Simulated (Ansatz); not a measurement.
Results of HSE06 in Ansatz (PAW) for Ga2S3 (Cc, No. 9).

Settings: plane-wave cutoff 500 eV, 4×4×4 k mesh, gaussian smearing 0.02 eV, scalar-relativistic PAW data made under PBE.

Cell (relaxed with r²SCAN):

Space group Cc (No. 9); a = 11.253 Å, b = 6.458 Å, c = 7.060 Å, α = 90.00°, β = 121.08°, γ = 90.00°

| atom | site | symmetry | x | y | z |
|---|---|---|---|---|---|
| Ga | 4a | 1 | 0.2969 | 0.5663 | 0.3805 |
| Ga | 4a | 1 | 0.4559 | 0.0976 | 0.3707 |
| S | 4a | 1 | 0.1600 | 0.4129 | 0.4974 |
| S | 4a | 1 | 0.3271 | 0.0871 | 0.9880 |
| S | 4a | 1 | 0.4990 | 0.5892 | 0.0144 |
(The calculation used a cell of 10 atoms; values per cell refer to that cell.)

Problem. Predict the band gap.

Solution. 
- band gap: 2.95 eV (on the SCF k mesh)

Note: cell and atoms aren't relaxed at this level (pressure 0.4 GPa).

Spin–orbit coupling is not included.

Computed values are for the static lattice.

Cost on a shared machine: about 19 core-minutes (a rough figure).

Ansatz is a first-principles code.
